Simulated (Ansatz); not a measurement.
# Scan of BH$_{2}$⁻, triplet

Starting geometry (PBE0/def2-TZVPD stationary point for this spin, not checked as a minimum):

```tsv
atom	x (Å)	y (Å)	z (Å)
B	0.0000	-0.0819	0.0000
H	0.0000	0.4392	-1.0911
H	0.0000	0.4392	1.0911
```

From there all distances are scaled together; atoms are numbered as listed. Energies are in kcal/mol, counted from the starting geometry at the same level. Kohn–Sham curves are unrestricted where that lies lower.

Basis 6-31++G** (Cartesian d functions); Ansatz 0.2.0. Correlated methods freeze the noble-gas cores. R marks a restricted (for open shells ROHF) determinant, U an unrestricted one.

Unrestricted rows (U, and Kohn–Sham where it breaks symmetry) aren't spin-pure: their determinants' ⟨S²⟩ exceeds S(S+1) by up to 0.40, so they mix in states of higher spin. Coupled cluster chose its determinant by a search with trial CCSD, here up to 0.03 eV above the lowest Hartree–Fock solution of its kind. The highest occupied Kohn–Sham level of the anion is positive, up to +2.25 eV, so in those functionals the extra electron is held by the basis alone, which enters their differences from the reference. A value is left out where its run failed or describes another state than the reference as far as symmetry and spin tell, or, spin-broken singlets apart, can't be checked.

Full CI is exact within this basis and frozen core; it isn't the basis-set limit. The frozen core follows each run's orbitals, which can shift R against U totals by a few meV.

| scale of all distances | full CI | curve A | curve B | curve C | curve D |
| --- | --- | --- | --- | --- | --- |
| 0.873 | 14.8 | 14.8 | 15.9 | 16.7 | 14.9 |
| 1.000 | 0.0 | 0.0 | 0.0 | 0.0 | 0.0 |
| 1.109 | 7.8 | 7.8 | 7.0 | 6.1 | 8.1 |
| 1.323 | 42.2 | 42.2 | 40.8 | 37.7 | 44.4 |
| 1.479 | 68.4 | 68.4 | 67.7 | 62.9 | 72.9 |
| 1.721 | 99.7 | 99.7 | 100.8 | 94.3 | 104.2 |
| 1.961 | 118.4 | 118.4 | 121.3 | 114.2 | 120.2 |
| 2.354 | 133.8 | 133.8 | 137.9 | 130.5 | – |

The curves come from PBE, PBE0, UCCSDT(Q), UHF. Compare each with full CI and say which is which.

A: UCCSDT(Q), B: PBE0, C: PBE, D: UHF. Spread of the error against full CI, over the points where both stand: A 0.0, B 5.5, C 7.4, D 4.5 kcal/mol. PBE0 at 2.354 lies 4.1 kcal/mol (3 %) above the reference in this basis. The program flagged some runs of UCCSDT(Q) as in doubt.

In so small a basis the reference is far from its limit while semilocal and hybrid functionals are nearer theirs, so the functionals' errors here hold much of the reference's basis and frozen-core error, which can add to them or hide them.
